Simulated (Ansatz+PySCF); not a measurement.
## singlet H2S: levels of theory in one basis

| atom | x (Å) | y (Å) | z (Å) |
| --- | --- | --- | --- |
| S | 0.0000 | 0.0000 | -0.2080 |
| H | 0.0000 | 1.9430 | 1.6643 |
| H | 0.0000 | -1.9430 | 1.6643 |

Basis set: 6-31G* (spherical functions). Correlated methods keep 5 orbitals frozen. Charge 0, multiplicity 1.

Computed with Ansatz (development build ahead of 0.2.0); each method stands on the lowest determinant of its kind that the runs found. NEVPT2 correlates all electrons. Active spaces start from the frontier orbitals, and the lowest solution found is given.

| method | E − E(RHF) (eV) | <S²> of the determinant |
| --- | --- | --- |
| RHF | 0.00 | 0.00 |
| UHF | -5.23 | 1.89 |
| RHF-MP2 | -5.48 | – |
| UHF-MP2 | -7.36 | 1.89 |
| RHF-CCSD | -7.68 | – |
| UHF-CCSD | -7.92 | 1.89 |
| RHF-CCSD(T) | -8.37 | – |
| UHF-CCSD(T) | -7.99 | 1.89 |
| RHF-CCSDT(Q) | -8.23 | – |
| UHF-CCSDT(Q) | -8.15 | 1.89 |
| full CI (lowest root of this spin) | -8.22 | – |
| CASSCF(8,6) | -5.49 | – |

Task: What does SC-NEVPT2(8,6) give on the same scale?

Result: -7.73 eV. NEVPT2 here correlates all electrons, so it doesn't share the others' frozen core.

At such a shape the full CI root can have another spatial symmetry than the determinants, so the rows needn't describe one state.

Task: Is a single determinant a sound starting point here?

Result: It is doubtful. Unrestricted orbitals lower Hartree–Fock by 5.23 eV and <S²> is 1.89 where a pure state has 0.00, a sign of strong static correlation. The CASSCF(8,6) natural occupations are 2.00, 2.00, 1.44, 1.43, 0.57, 0.56.

Caution for RHF, RHF-MP2, RHF-CCSD, RHF-CCSD(T), RHF-CCSDT(Q): an unrestricted determinant lies well below. Caution for UHF, UHF-MP2, UHF-CCSD, UHF-CCSD(T), UHF-CCSDT(Q): the unrestricted determinant is a mixture of spin states. Caution for RHF-MP2, RHF-CCSD, RHF-CCSD(T), RHF-CCSDT(Q): large amplitudes, a single reference is doubtful. Caution for UHF-MP2, UHF-CCSD, UHF-CCSD(T), UHF-CCSDT(Q): bonds are stretched, where a single reference can fail. Caution for RHF-CCSD(T), UHF-CCSD(T): the program doubts this total. Caution for RHF-CCSDT(Q): the amplitudes may be one of several solutions. Caution for UHF-CCSDT(Q): another reference gives a lower total.
